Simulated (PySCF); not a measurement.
Molfile (atoms numbered from 1):
```
C5H5F
     RDKit          3D

 11 11  0  0  0  0  0  0  0  0999 V2000
   -1.7638    0.2792    0.1859 C   0  0  0  0  0  0  0  0  0  0  0  0
   -0.5671   -0.5932    0.0790 C   0  0  0  0  0  0  0  0  0  0  0  0
   -0.8567   -1.9169    0.1445 F   0  0  0  0  0  0  0  0  0  0  0  0
    0.6949   -0.2136   -0.0673 C   0  0  0  0  0  0  0  0  0  0  0  0
    2.1074   -0.4794   -0.2144 C   0  0  0  0  0  0  0  0  0  0  0  0
    1.7316    0.7823   -0.2036 C   0  0  0  0  0  0  0  0  0  0  0  0
   -1.4775    1.3381    0.1301 H   0  0  0  0  0  0  0  0  0  0  0  0
   -2.4825    0.0712   -0.6250 H   0  0  0  0  0  0  0  0  0  0  0  0
   -2.2943    0.1132    1.1390 H   0  0  0  0  0  0  0  0  0  0  0  0
    2.9055   -1.2139   -0.2846 H   0  0  0  0  0  0  0  0  0  0  0  0
    2.0025    1.8342   -0.2577 H   0  0  0  0  0  0  0  0  0  0  0  0
  1  2  1  0
  2  3  1  0
  2  4  2  3
  4  5  1  0
  5  6  2  0
  6  4  1  0
  1  7  1  0
  1  8  1  0
  1  9  1  0
  5 10  1  0
  6 11  1  0
M  END
```

How the numbers were obtained: B3LYP/pcJ-1 coupling constants (spin–dipole term only in couplings to heteroatoms), PBE0-D3(BJ)/def2-SVP geometry, CAM-B3LYP/pcSseg-2 with gauge-including orbitals, in PySCF 2.14.0 with density-fitted response routines (a single conformation, non-relativistic, one averaged value for each set of equivalent atoms, isolated molecule).

Chemical shifts δ = σref − σ; TMS for ¹H (σ = 31.34 ppm), all at this level.

The spectrum was simulated from the full spin Hamiltonian at 300 MHz with 0.8 Hz Lorentzian lines, from shifts rounded to 0.01 ppm and J to 0.1 Hz, couplings under 1 Hz left out.

(1) List the maxima of its ¹H spectrum with integrals.

(2) Summarise it as multiplets with assignments.

Results:

(1) 
Maxima in Hz from TMS (height), grouped by integral:
1H: 2494.5 (17), 2492.0 (18), 2488.1 (17), 2485.6 (17)
1H: 2367.5 (18), 2365.0 (18), 2363.1 (18), 2360.6 (17)
3H: 610.4 (100), 595.6 (100)

(2) ¹H NMR (300 MHz, computed): δ 8.30 (dd, J = 6.4, 2.5 Hz, 1H, H10), 7.88 (dd, J = 4.4, 2.5 Hz, 1H, H11), 2.01 (d, J = 14.7 Hz, 3H, H7/H8/H9). These are first-order names; overlap and second-order distortion can hide them in the list.

Splittings below 1 Hz are ignored in the labels, and close J values are merged. Unscaled 3J(H,H) at this level run about 10 % above measured values.
